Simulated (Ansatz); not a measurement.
Reaction: C2H6S (SMILES CCS) → C2H5S (SMILES C[CH]S, doublet) + H (doublet) (the C-H bond breaks)
Each species at its own B3LYP-D3(BJ)/def2-TZVP minimum (Ansatz, a program for electronic structure), one conformer.

Total energies in hartree (Ansatz). UHF or UKS for unpaired electrons; spin-orbit terms are left out. Cores are frozen in correlated methods. No relativity. Where a partner has so few electrons that a lower coupled-cluster level is exact, that level stands in.

```csv
species,HF/cc-pV(T+d)Z,CCSD(T)/cc-pV(T+d)Z,HF/cc-pV(Q+d)Z,CCSD(T)/cc-pV(Q+d)Z,CCSD(T)/cc-pV(D+d)Z,CCSDT(Q)/cc-pV(D+d)Z
"1: C2H6S (ethanethiol, SMILES SCC)",-476.80680,-477.41208,-476.81570,-477.45475,-477.26037,-477.26211
"2: C2H5S (SMILES C[CH]S, doublet)",-476.18286,-476.75214,-476.19185,-476.79401,-476.60614,-476.60808
3: H (doublet),-0.49981,-0.49981,-0.49995,-0.49995,-0.49928,-0.49928
```

**Question.** Work out the bond dissociation energy (electronic) in kcal/mol: take Hartree-Fock from cc-pV(Q+d)Z, extrapolate the CCSD(T) correlation energy as X^-3 (X = 3, 4), and add CCSDT(Q) - CCSD(T) in cc-pV(D+d)Z. 1 hartree = 627.51 kcal/mol.

**Answer.** 
Species 1: correlation (64·(-0.63905) - 27·(-0.60528))/37 = -0.66369; step -0.00174; E1 = -476.81570 + (-0.66369) + (-0.00174) = -477.48113
Species 2: correlation (64·(-0.60216) - 27·(-0.56928))/37 = -0.62615; step -0.00194; E2 = -476.19185 + (-0.62615) + (-0.00194) = -476.81994
Species 3: correlation (64·(0.00000) - 27·(0.00000))/37 = 0.00000; step +0.00000; E3 = -0.49995 + (0.00000) + (+0.00000) = -0.49995
-1·E1 +1·E2 +1·E3 = 0.16124 hartree = 101.2 kcal/mol.
